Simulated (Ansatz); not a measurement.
`C=C(C)OC` → `C=COC` + `[CH2]` (triplet)  (formal loss of a carbene)

Gas-phase electronic energies from Ansatz, PBE0-D4/def2-TZVP geometries. CBS: MP2 limit from def2 TZ/QZ plus the TZ coupled-cluster correction, frozen cores. This one scheme is used for every species. DFT in def2-TZVPP. B3LYP here is the variant with VWN-RPA as its local correlation; programs differ in this. Triplets are unrestricted, without spin–orbit coupling. One conformer a species, not always the lowest.

`C=C(C)OC`:

Z-matrix (Å, degrees):
```
C
C 1 1.489
H 1 1.093 2 110.2
H 1 1.093 2 110.2 3 118.2
H 1 1.089 2 110.9 3 -120.9
O 2 1.352 1 110.2 3 -59.1
C 2 1.334 1 124.5 3 121.0
C 6 1.406 2 117.2 1 -180.0
H 7 1.081 2 119.2 1 0.0
H 7 1.081 2 123.3 1 180.0
H 8 1.096 6 111.2 2 -60.8
H 8 1.089 6 106.5 2 -180.0
H 8 1.095 6 111.2 2 60.8
```

`C=COC`:

Cartesian coordinates in Å:
```
C -0.777 1.027 0.658
C 0.488 0.942 0.255
O 1.095 -0.091 -0.355
C 0.300 -1.226 -0.603
H -1.500 0.233 0.533
H -1.108 1.938 1.137
H 1.189 1.758 0.395
H 0.942 -1.954 -1.095
H -0.085 -1.648 0.332
H -0.545 -0.980 -1.256
```

`[CH2]` (triplet):

```xyz
3

C    -0.264   -0.034   -0.071
H    -0.129    0.031    0.997
H     0.393    0.003   -0.926
```

(1) Is it downhill or uphill in electronic energy at CCSD(T)/CBS, and by how much? (Best estimate.)

(2) What do these levels give: BLYP-D4, r2SCAN-D4, B3LYP-D4, r2SCAN0, CAM-B3LYP, LC-ωPBE, CCSD/def2-SVP, SCS-MP2/def2-TZVPP, CCSD(T)/def2-TZVPP, MP2/def2-QZVPP, SCS-MP2/def2-QZVPP, HF/CBS(def2)? (Estimate.)

Largest T1 diagnostic among the species: 0.012.

Answers

(1) The calculation gave: Uphill: ΔE = +456.1 kJ/mol.

(2) Ansatz gave: BLYP-D4 446.6, r2SCAN-D4 434.9, B3LYP-D4 448.1, r2SCAN0 429.4, CAM-B3LYP 448.2, LC-ωPBE 445.5, CCSD/def2-SVP 431.2, SCS-MP2/def2-TZVPP 458.4, CCSD(T)/def2-TZVPP 445.0, MP2/def2-QZVPP 465.8, SCS-MP2/def2-QZVPP 466.1, HF/CBS(def2) 308.6 kJ/mol.

In def2-TZVPP, CCSD(T) changes the Hartree–Fock value by +136.4 kJ/mol (the triples alone add +11.3 kJ/mol) and MP2 by +150.8 kJ/mol. From PBE to PBE0 (25 % exact exchange), in def2-TZVPP and without D4, ΔE moves by −6.2 kJ/mol. At CCSD(T), def2-SVP lies −16.4 kJ/mol from the extrapolated value and def2-TZVPP −11.1 kJ/mol.
